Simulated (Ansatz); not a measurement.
input.yaml (Ansatz)

```yaml
crystal:
  lattice:
    - [-2.5514374119, 2.5514374119, 2.5514374119]
    - [2.5514374119, -2.5514374119, 2.5514374119]
    - [2.5514374119, 2.5514374119, -2.5514374119]
  atoms:
    - { symbol: Ba, position: [0.0, 0.0, 0.0] }
hamiltonian:
  xc: blyp
  pseudopotentials:
    kind: paw_fr
    azcp:
      Ba: "pseudopotentials/Ba.paw.azcp"
basis:
  ecutwfc: 420
  fft_grid_basis: typed
kpoints:
  mp_grid: { grid: [9, 9, 9], shift: [0, 0, 0] }
magnetization:
  noncollinear: true
  spin_orbit: true
scf:
  occupations: { method: fermi_dirac, width: 0.1 }
```

Output

```
Engine: ansatz 0.2.0, x86_64-unknown-linux-gnu
Pseudopotentials: kind: paw_fr
Pseudopotential: Ba, paw_fr, valence charge 10, recommended cutoff 420 eV (normal) 
Functional definition: BLYP
  parameter beta = 0.0042
  parameter a = 0.04918
  parameter b = 0.132
  parameter c = 0.2533
  parameter d = 0.349
  exchange = b88_x(beta = beta)
  correlation = lyp_c(a = a, b = b, c = c, d = d)
non-collinear run that drives no moment, with spin-orbit: no starting moment large enough to seed its density (crystal.atoms[].spin), no starting occupations that ask for one, no magnetisation constraint and no magnetic field, so the semilocal B_xc is pinned to zero
Crystal: 1 atoms, lattice volume = 66.438 Å³
Basis set: ecut = 420 eV, 1289 PW (Γ), exchange–correlation on 60×60×60 points (8 copies of the dense FFT grid, shifted against one another)
Bands: 18, of which v1, the nominal top of the filled ones, is band 10 counted from 1 (9 counted from 0)
Symmetry: 48 space group operations + 48 with time reversal
Magnetic group: BNS 229.141 (UNI 1643), of the structure as read, at distance tolerance 4.1e-5 Å
k-points: 35 of 729
Projection manifold: j_resolved (fully-relativistic pseudo-atomic orbitals)
Non-local potential: Ba, projectors of the file, l = 0: 3, l = 1: 4, l = 2: 4, l = 3: 4
PAW form: soft (Blöchl's): semilocal exchange-correlation on the pseudo side does not see the compensation charge
PAW frozen core: Ba, regenerated for the run's functional, and the local potential with it (the file was generated under x = pbe(κ = 0.804, μ = 0.2195149727645171), c = pbe(β = 0.06672455060314922))
PAW one-centre angular grid: Ba, 194 points (default); XC on 64 Gauss nodes
Initial density: superposition of atomic densities (chi_scale 0.1, normalization cell)
Initial wavefunctions: pseudopotential atomic-orbital guess
Functional: x = b88, c = lyp
SCF iter   1: F=—  HF=-5973.148433 eV  |F-HF|=—  |Δ(HF+E_count)|=         —  Δρ=4.43e-3  dr2=1.06e-2  dr2_m=0.00e0 (ungated)  ethr=3.10e-3  |M|=0.00e0 ∫|m|=0.00e0 μB  |m|>n=0.0e0 m-floor=0.0e0 τ_xc=0.0e0  β_m=0.30  ⟨swp⟩=8.3  Hψ=2262  notcnv=0
spin=Noncollinear: Kerker preconditioning applied to the charge; magnetization (m_x, m_y, m_z) channels mix plain (no charge-response kernel on spin).
SCF iter   2: F=—  HF=-5973.150344 eV  |F-HF|=—  |Δ(HF+E_count)|=   1.91e-3  Δρ=3.43e-3  dr2=6.69e-3  dr2_m=0.00e0 (ungated)  ethr=1.06e-4  |M|=0.00e0 ∫|m|=0.00e0 μB  |m|>n=0.0e0 m-floor=0.0e0 τ_xc=0.0e0  β_m=0.61  ⟨swp⟩=1.2  Hψ=467  notcnv=0  defer=2
SCF iter   3: F=—  HF=-5973.155575 eV  |F-HF|=—  |Δ(HF+E_count)|=   5.23e-3  Δρ=6.16e-4  dr2=3.52e-4  dr2_m=0.00e0 (ungated)  ethr=6.69e-5  |M|=0.00e0 ∫|m|=0.00e0 μB  |m|>n=0.0e0 m-floor=0.0e0 τ_xc=0.0e0  β_m=0.82  ⟨swp⟩=2.1  Hψ=414  notcnv=0  defer=2
SCF iter   4: F=—  HF=-5973.156286 eV  |F-HF|=—  |Δ(HF+E_count)|=   7.12e-4  Δρ=2.41e-4  dr2=5.60e-5  dr2_m=0.00e0 (ungated)  ethr=3.52e-6  |M|=0.00e0 ∫|m|=0.00e0 μB  |m|>n=0.0e0 m-floor=0.0e0 τ_xc=0.0e0  β_m=0.91  ⟨swp⟩=2.6  Hψ=482  notcnv=0  defer=2
SCF iter   5: F=—  HF=-5973.156442 eV  |F-HF|=—  |Δ(HF+E_count)|=   1.56e-4  Δρ=9.62e-5  dr2=1.04e-5  dr2_m=0.00e0 (ungated)  ethr=5.60e-7  |M|=0.00e0 ∫|m|=0.00e0 μB  |m|>n=0.0e0 m-floor=0.0e0 τ_xc=0.0e0  β_m=0.96  ⟨swp⟩=2.2  Hψ=484  notcnv=0  defer=2
SCF iter   6: F=—  HF=-5973.156448 eV  |F-HF|=—  |Δ(HF+E_count)|=   5.50e-6  Δρ=2.34e-5  dr2=6.69e-7  dr2_m=0.00e0 (ungated)  ethr=1.04e-7  |M|=0.00e0 ∫|m|=0.00e0 μB  |m|>n=0.0e0 m-floor=0.0e0 τ_xc=0.0e0  β_m=0.98  ⟨swp⟩=2.9  Hψ=520  notcnv=0  defer=2
SCF iter   7: F=-5973.156448 eV  HF=-5973.156448 eV  |F-HF|=2.49e-8  |Δ(HF+E_count)|=   3.42e-7  Δρ=3.94e-6  dr2=5.20e-9  dr2_m=0.00e0 (ungated)  ethr=1.00e-9  |M|=0.00e0 ∫|m|=0.00e0 μB  |m|>n=0.0e0 m-floor=0.0e0 τ_xc=0.0e0  ⟨swp⟩=3.0  Hψ=778  notcnv=0
SCF 1 converged in 7 iterations: F = -5973.156448 eV  dr2 = 5.20e-9
SCF converged after 7 iterations
Magnetization: |M| = 0.0000 μB,  M = (+0.0000, +0.0000, +0.0000) μB
Absolute magnetization: 0.0000 μB (∫|m|)
  site 0: m = (+0.0000, +0.0000, +0.0000) μB, |m| = 0.0000 μB  (R = 1.82 Å)
Free energy (F): -5973.156448 eV
Harris-Foulkes:  -5973.156448 eV  (|F-HF|=2.49e-8)
Internal energy: -5973.108901 eV  (E = F + TS)
E sigma→0 (E₀):  -5973.132674 eV
Entropy (-TS):   -0.047548 eV (-47.548 meV/atom)
Fermi energy:    5.922590 eV
--- Per-component energies (eV) ---
  E_band       = -86.226186
  E_kinetic    = 166.095019
  E_local      = -391.699672  (includes V_loc(G=0)·N_el)
  E_nonlocal   = 57.470709
  E_hartree    = 124.083658
  E_xc         = -163.547277
  E_vxc        = -129.739686  (∫ρ·V_xc dr)
  E_paw        = -5252.119136  (= ΣΔE_a)
  E_vpaw       = -36.519739  (= ΣTr[D̂ρ^β])
  E_aug_tail   = -0.000002  (compensation charges beyond the density's cutoff)
  E_ewald      = -513.472046
  E_core_change = 0.079846  (= ΣΔE_core)
  E_smearing   = -0.047548  (= −TS)
  E_closure    = 0.000000  (closes the sum)
  Σ components = -5973.156448   (vs F -5973.156448, Δ=0.00e0)
```
